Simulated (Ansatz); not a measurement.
A nudged elastic band was laid between two geometries of CH$_{3}$NaSi (6 atoms, charge 0, multiplicity 1).

These are results of Ansatz 0.2.0, RKS PBE-D4/def2-SVP, not measurements.

```json
{"movable images": "9", "climbing image": "yes", "spring": "5.0 eV/Å²", "optimiser": "quadratic models (default)", "start path": "through a guess of the saddle point", "force threshold": "0.03 eV/Å", "iteration limit": "26", "end points": "relaxed"}
```

Initial state:

```xyz
6
Properties=species:S:1:pos:R:3
Na -1.857 -0.847 -1.707
C -0.418 -0.813 0.039
Si 0.545 0.599 0.264
H -0.271 -1.634 0.771
H 0.413 1.769 -0.683
H 1.587 0.925 1.316
```

Final state:

```xyz
6
Properties=species:S:1:pos:R:3
Na -0.433 -0.618 -2.051
C -0.516 0.072 0.372
Si 1.046 0.805 -0.168
H -0.649 -0.684 1.173
H -1.476 0.579 0.122
H 2.028 -0.154 0.553
```

(1) Which bonds break or form, and what moves?

(2) Give the energies along the band, and the barrier.

(3) What is the geometry of the highest image?

(4) What are the harmonic wavenumbers there?

Results:

(1) Bonds broken: Si3–H5. Bonds formed: C2–H5.

(2) The run converged. The highest image is number 4 of 0 to 10, 1.40 eV above the first end and 2.20 eV above the last; the last end lies 0.80 eV below the first. A vibrational analysis at the climbing image gives one clearly imaginary mode, 982i cm⁻¹: a first-order saddle point. The orbitals stay closed-shell, which can raise the energy where a bond breaks towards radicals; this wasn't checked here.

```json
{"image": "0", "path coordinate (Å)": "0.00", "energy (eV)": "0.00", "Si3–H5 (Å)": "1.51", "C2–H5 (Å)": "2.81"}
{"image": "1", "path coordinate (Å)": "0.54", "energy (eV)": "0.04", "Si3–H5 (Å)": "1.52", "C2–H5 (Å)": "2.76"}
{"image": "2", "path coordinate (Å)": "1.09", "energy (eV)": "0.24", "Si3–H5 (Å)": "1.51", "C2–H5 (Å)": "2.61"}
{"image": "3", "path coordinate (Å)": "1.63", "energy (eV)": "0.90", "Si3–H5 (Å)": "1.52", "C2–H5 (Å)": "2.27"}
{"image": "4", "path coordinate (Å)": "2.18", "energy (eV)": "1.40", "Si3–H5 (Å)": "1.58", "C2–H5 (Å)": "1.83"}
{"image": "5", "path coordinate (Å)": "2.58", "energy (eV)": "0.92", "Si3–H5 (Å)": "1.70", "C2–H5 (Å)": "1.40"}
{"image": "6", "path coordinate (Å)": "2.99", "energy (eV)": "0.26", "Si3–H5 (Å)": "1.96", "C2–H5 (Å)": "1.16"}
{"image": "7", "path coordinate (Å)": "3.40", "energy (eV)": "-0.20", "Si3–H5 (Å)": "2.22", "C2–H5 (Å)": "1.12"}
{"image": "8", "path coordinate (Å)": "3.80", "energy (eV)": "-0.58", "Si3–H5 (Å)": "2.41", "C2–H5 (Å)": "1.11"}
{"image": "9", "path coordinate (Å)": "4.21", "energy (eV)": "-0.77", "Si3–H5 (Å)": "2.52", "C2–H5 (Å)": "1.12"}
{"image": "10", "path coordinate (Å)": "4.62", "energy (eV)": "-0.80", "Si3–H5 (Å)": "2.55", "C2–H5 (Å)": "1.11"}
```

(3) 
```xyz
6
Properties=species:S:1:pos:R:3
Na -1.092 -0.445 -2.069
C -0.398 -0.739 0.125
Si 0.867 0.536 -0.165
H -0.452 -1.348 1.064
H -0.621 1.066 -0.038
H 1.695 0.930 1.084
```

(4) 982i, 129, 280, 377, 608, 752, 796, 815, 938, 1818, 1923, 2943 cm⁻¹.

Run time: 8.7 min on 1 CPU thread of a shared host.
